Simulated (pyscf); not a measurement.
This saddle point was located with ωB97X-D3(BJ)/def2-SVP in PySCF.

```xyz
10

C      0.4298     0.2611    -0.9086
C      0.0420     0.1023     0.5229
C     -1.1999    -0.3625     0.9700
H     -0.3443    -0.0390    -1.6391
H      0.7030     1.3131    -1.1063
H      1.3467    -0.3188    -1.1159
H     -2.0998    -0.6948     0.4318
N     -1.1105    -0.3361     2.3050
H      0.0329     0.0911     2.0915
H     -1.8571    -0.6110     2.9435
```
Charge 0, spin multiplicity 2.

Surface: doublet, charge 0. Lowest wavenumbers (cm⁻¹): 1749i, 79, 149, 339, 398.

**Question.** Which two sides does it connect, and which bonds change?

**Answer.** `[CH3][C]=[CH][NH2]` [doublet] ⇌ `[CH3][CH][CH]=[NH]` [doublet], a hydrogen shift read from left to right: H–N broken and C–H formed. At ωB97M-D3(BJ)/def2-TZVP it lies +1.73 eV from the left side and +2.76 eV from the right (each side as separated species at their lowest minima found). From the product side, H₂C=CH–CH=NH + H• lies, by one bond made or cut, 0.57 eV under this saddle at ωB97M-D3(BJ)/def2-TZVP. H₃C–C•=CH–NH₂ lies 1.20 eV over its isomer H₃C–C(CH₃)=N• (electronic energy, ωB97M-D3(BJ)/def2-TZVP). This is the saddle that the search found; another between the same sides may lie lower.
